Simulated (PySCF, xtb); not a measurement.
Si₂, SMILES [Si]=[Si] (connectivity only; charge and spin as stated), neutral, multiplicity 3.

Harmonic wavenumbers (cm⁻¹) from GFN2-xTB (xtb 6.7.1) at its own minimum, in rising order: 741.

**Question.** What does PBE0-D3(BJ)/def2-TZVPD (PySCF 2.14.0) give at its own minimum? (The exact figures need the calculation; the answer reports its results.)

**Answer.** 520. Paired by order, the mean absolute difference is 221 cm⁻¹ and the zero-point energies are 1.1 and 0.7 kcal/mol.
